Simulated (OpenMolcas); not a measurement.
# PNa⁻ in OpenMolcas, from active space to Ω levels

Which states of PNa⁻ lie lowest, and how does spin–orbit coupling split them?

Method: SA-CASSCF(7,8), XMS-CASPT2, RASSI; ANO-RCC-VTZP; program: OpenMolcas 26.06.

All values are calculated.

### 1 Set-up

C2 symmetry about the axis (a holds Σ, Δ, Γ; b holds Π, Φ, H; Σ⁺ and Σ⁻ are not told apart); roots by multiplicity and irrep: 4b 8, 6b 4, 6a 2.

Active shells: P 3s 3p, Na 3s 3p.

Input file m.inp:

```
&GATEWAY
Coord
2
angstrom
P 0.0 0.0 0.0
Na 0.0 0.0 2.8190
Basis=ANO-RCC-VTZP
Group=XY
RX2C
AMFI
ANGMom
0.0 0.0 0.0
RICD
&SEWARD
&GUESSORB
&RASSCF
FileOrb=$CurrDir/o42.orb
Symmetry=2
Spin=4
nActEl=7 0 0
Inactive=6 4
RAS2=4 4
CIRoot=8 8 1
Linear
Iterations=120 100
OrbListing=Nothing
PRWF=0.15
>>COPY $Project.RasOrb $CurrDir/o42.orb
>>COPY $Project.rasscf.h5 $CurrDir/r42.h5
&CASPT2
XMultistate=all
Imaginary=0.2
IPEA=0.25
MaxIter=40
>>COPY $Project.JobMix JOB001
&RASSCF
FileOrb=$CurrDir/o62.orb
Symmetry=2
Spin=6
nActEl=7 0 0
Inactive=6 4
RAS2=4 4
CIRoot=4 4 1
Linear
Iterations=120 100
OrbListing=Nothing
PRWF=0.15
>>COPY $Project.RasOrb $CurrDir/o62.orb
>>COPY $Project.rasscf.h5 $CurrDir/r62.h5
&CASPT2
XMultistate=all
Imaginary=0.2
IPEA=0.25
MaxIter=40
>>COPY $Project.JobMix JOB002
&RASSCF
FileOrb=$CurrDir/o61.orb
Symmetry=1
Spin=6
nActEl=7 0 0
Inactive=6 4
RAS2=4 4
CIRoot=2 2 1
Linear
Iterations=120 100
OrbListing=Nothing
PRWF=0.15
>>COPY $Project.RasOrb $CurrDir/o61.orb
>>COPY $Project.rasscf.h5 $CurrDir/r61.h5
&CASPT2
XMultistate=all
Imaginary=0.2
IPEA=0.25
MaxIter=40
>>COPY $Project.JobMix JOB003
&RASSI
Nr of JobIphs=3 8 4 2
1 2 3 4 5 6 7 8
1 2 3 4
1 2
SpinOrbit
EJob
Omega
MEES
MESO
Properties=4
'AngMom' 3 'Mltpl  1' 1 'Mltpl  1' 2 'Mltpl  1' 3
Thrs=1.0d-4
>>COPY $Project.rassi.h5 $CurrDir/so.h5
```

Each module block was a call of its own in one work directory; start orbitals came from a preliminary run.

The run is started by

```console
$ pymolcas m.inp
```

### 2 The spin-free blocks

Further steps of the session: Spin–orbit coupling by RASSI.

**Question.** What will these runs give? Wanted: lowest spin-free state; next spin-free state; lowest level; next level; lowering by spin–orbit coupling.

The runs gave:

```
                       quantity                 value
         lowest spin-free state                 (1)4Π
           next spin-free state       (2)4Π, 1.038 eV
                   lowest level  Ω = 5/2, 100 % (1)4Π
                     next level      Ω = 3/2, 61 cm⁻¹
lowering by spin–orbit coupling               91 cm⁻¹
```

At 2.819 Å the lowest computed level has Ω = 5/2 and is 100 % (1)4Π. The levels that stem mainly from (1)4Π spread over 182 cm⁻¹. For an anion a finite basis holds the extra electron even where it would leave, so these states may be resonances, unbound against the neutral molecule. Only the spin multiplicities and numbers of roots in the input were computed, so the list of states is not complete and the lowest one found need not be the ground state; labels number the states computed. The CASPT2 reference weights are uneven at 5.356, 6.484, 8.457 Å, so some states there carry less reliable energies.
